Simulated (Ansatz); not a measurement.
Geometry optimisation, Ansatz 0.2.0, UKS PBE-D4/6-31G*.

Input file:

```yaml
crystal:
  periodic: [false, false, false]
  atoms:
    - { symbol: B, position_ang: [0.144823, 0.389627, -0.067999] }
    - { symbol: H, position_ang: [0.299325, 0.378142, 1.094459] }
    - { symbol: O, position_ang: [-0.380249, -0.783937, -0.514105] }
    - { symbol: H, position_ang: [-0.449462, -1.253232, 0.336719] }
    - { symbol: H, position_ang: [0.385563, 1.269401, -0.849073] }
magnetization:
  spin_polarized: true
basis:
  gaussian: { orbitals: "6-31G*" }
hamiltonian:
  xc: pbe
  dispersion: d4
relax:
  f_tol: 0.03
  max_steps: 50
```

Command:

```bash
$ ansatz run input.yaml --threads 1 --pin off --max-ram 2048MiB --backend cpu --events-out ev --progress --plain --runs-dir out
```

Q: Where does it end, and by what steps?

A: It converged. After 5 steps the energy has fallen by 0.176 eV; H4 moved furthest, 0.21 Å.

```json
{"step": "0", "energy less start (eV)": "0.0000", "largest force component (eV/Å)": "1.010", "accepted": "yes"}
{"step": "1", "energy less start (eV)": "-0.1294", "largest force component (eV/Å)": "0.471", "accepted": "yes"}
{"step": "2", "energy less start (eV)": "-0.1527", "largest force component (eV/Å)": "0.652", "accepted": "yes"}
{"step": "3", "energy less start (eV)": "-0.1757", "largest force component (eV/Å)": "0.141", "accepted": "yes"}
{"step": "4", "energy less start (eV)": "-0.1749", "largest force component (eV/Å)": "0.155", "accepted": "no"}
{"step": "5", "energy less start (eV)": "-0.1763", "largest force component (eV/Å)": "0.006", "accepted": "yes"}
```

```xyz
5
Properties=species:S:1:pos:R:3
B 0.152 0.394 -0.028
H 0.375 0.549 1.152
O -0.373 -0.773 -0.497
H -0.527 -1.411 0.228
H 0.374 1.242 -0.855
```

Whether the end is a true minimum wasn't checked by a vibrational analysis.

Run time: 10 s on 1 CPU thread of a shared host.
